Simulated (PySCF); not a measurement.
The group X on 1,3-butadien-2-yl-X is varied. Gas-phase values, no solvent. One relaxed conformer stands for each flexible species; it need not be the lowest. Strings in code marks are SMILES.

These are PBE-D3(BJ)/def2-TZVP in PySCF 2.14.0 values and carry that method's errors. All candidates: neutral, multiplicity 1. Delta-SCF ions had no search for a lower state. 

| Quantity | Value |
|---|---|
| HOMO–LUMO gap | 3.75 eV |
| vertical ionisation energy (Delta-SCF) | 8.81 eV |
| HOMO | -6.03 eV |

Question: Say which member has these values.
A) `C=CC=C` (C–C–C–C torsion 180°)
B) `C=CC(=C)Br` (C–C–C–Br torsion 0°)
C) `C=CC(=C)O` (C–C–C–O torsion 0°, C–C–O–H torsion 0°)
D) `C=CC(=C)[SeH]` (C–C–C–Se torsion -4°, C–C–Se–H torsion 140°)

Answer: B, `C=CC(=C)Br` (C–C–C–Br torsion 0°). The others give `C=CC=C` (C–C–C–C torsion 180°): 3.93 eV, 8.86 eV, -5.81 eV; `C=CC(=C)O` (C–C–C–O torsion 0°, C–C–O–H torsion 0°): 3.71 eV, 8.44 eV, -5.44 eV; `C=CC(=C)[SeH]` (C–C–C–Se torsion -4°, C–C–Se–H torsion 140°): 3.28 eV, 8.27 eV, -5.45 eV
